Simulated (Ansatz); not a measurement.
Coupled-cluster run, `CSCO`.

```yaml
crystal:
  periodic: [false, false, false]
  atoms:
    - {symbol: C, position_ang: [-1.163217, 0.906006, -0.412989]}
    - {symbol: S, position_ang: [-0.797716, -0.855329, -0.419487]}
    - {symbol: C, position_ang: [0.691134, -0.855271, 0.595392]}
    - {symbol: O, position_ang: [1.783978, -0.190871, 0.026356]}
    - {symbol: H, position_ang: [-1.983592, 1.069082, -1.111881]}
    - {symbol: H, position_ang: [-1.471297, 1.237666, 0.579921]}
    - {symbol: H, position_ang: [-0.294782, 1.475486, -0.742896]}
    - {symbol: H, position_ang: [0.897778, -1.914412, 0.790677]}
    - {symbol: H, position_ang: [0.488914, -0.359159, 1.546212]}
    - {symbol: H, position_ang: [1.931901, -0.564396, -0.848305]}
basis:
  gaussian: {orbitals: def2-TZVPP}
correlation: {method: ccsd_t}
output: {orbitals: {seedname: orbitals}}
```

```sh
$ ansatz run in.yaml --threads 2 --pin off --events-out ev --progress --plain --max-ram 4352MiB
```

Log, shortened:

```
Functional definition: HF
1291 factors; integrals over basis functions are off by at most 1.0e-3 eV
mean field evaluation 1: about -15009.1370 eV, gradient 3.5e1 eV
mean field evaluation 2: about -15009.3856 eV, gradient 3.5e1 eV
mean field evaluation 4: about -15012.1175 eV, gradient 4.0e0 eV
mean field evaluation 8: about -15012.1751 eV, gradient 2.5e-1 eV
mean field -15012.17549504 eV, -551.6872738246 hartree, gradient 2.7e-6 eV, S^2 0.000000; 0 other end points of the search recorded, 0 dependent functions left out
8 core orbitals not correlated: weight in the atoms' cores, before any rotation towards them, 1.000 or more for the frozen orbitals, at most 0.000 for the correlated occupied ones
reference -15012.17549504 eV, -551.6872738246 hartree; 13, 13 occupied and 198, 198 virtual orbitals, 1291 factors
second order -20.98796184 eV of doubles, -0.00000000 eV of singles
cycle   1  -21.47671879 eV  change   -4.9e-1 eV  update   9.3e-2
cycle   2  -21.98353529 eV  change   -5.1e-1 eV  update   2.6e-2
cycle   3  -22.07970363 eV  change   -9.6e-2 eV  update   1.2e-2
cycle   4  -22.07346183 eV  change    6.2e-3 eV  update   2.8e-3
cycle   5  -22.07313399 eV  change    3.3e-4 eV  update   1.4e-3
cycle   6  -22.07351774 eV  change   -3.8e-4 eV  update   4.4e-4
cycle   7  -22.07329465 eV  change    2.2e-4 eV  update   1.9e-4
cycle   8  -22.07325158 eV  change    4.3e-5 eV  update   5.9e-5
cycle   9  -22.07326414 eV  change   -1.3e-5 eV  update   2.1e-5
perturbative correction -0.89433422 eV, -0.0328661765 hartree
Total energy: -15035.14309340 eV, -552.5313174963 hartree
```

It took 92 s on 2 threads of an AMD EPYC 7B13 on a shared host, with 3.4 GiB of host memory at the peak.

MP2 recovers 91.4 % of the CCSD(T) correlation energy and the triples give 3.9 %; T1 = 0.0107.
